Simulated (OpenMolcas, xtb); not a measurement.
AlH3O (SMILES [OH][AlH2]): the vertical energy of the triplet above the singlet, rung by rung

The species is AlH3O (5 atoms), meant as a singlet with charge 0. SMILES: `[OH][AlH2]`. Geometry: a GFN2-xTB relaxation, a rough one for these elements and not checked as a minimum.

Each level gives the vertical energy of the triplet above the singlet (eV). The values are calculated.

```csv
level,kind,program,value (eV),less FCI/STO-3G,CPU time (all runs)
GFN2-xTB,semi-empirical,xtb,5.28,-2.18,under 2 s
HF/STO-3G,Hartree–Fock,OpenMolcas,7.20,-0.26,3.4 s
SVWN5/STO-3G,LDA,OpenMolcas,6.87,-0.59,8.3 s
PBE/STO-3G,GGA,OpenMolcas,6.84,-0.62,11 s
r2SCAN/STO-3G,meta-GGA,OpenMolcas,7.02,-0.44,14 s
B3LYP/STO-3G,global hybrid,OpenMolcas,7.20,-0.26,11 s
"MRCI(2,2)/STO-3G",multireference,OpenMolcas,7.49,+0.03,3.3 s
"CCSD(T)/STO-3G, open shells restricted",coupled cluster or CI,OpenMolcas,7.47,+0.01,4.7 s
"FCI/STO-3G, open shells restricted",exact in the basis,OpenMolcas,7.46,0.00,28 s
```

FCI/STO-3G, open shells restricted is exact within its basis and frozen core, so for wave-function methods in that basis the difference is their error; functionals converge differently with the basis, so for them it is only a difference. The values span 5.28 to 7.49 eV. The xTB rows lack spin polarisation, so open shells miss the exchange term that lowers them. A triplet this far above the singlet is often a Rydberg-like or dissociative state; sets without diffuse functions put Rydberg states too high. All rows use very small basis sets, so even the best lies far from the true value. Times are those of the runs behind each value, whatever else they computed, on shared processors of several kinds: orders of magnitude only.
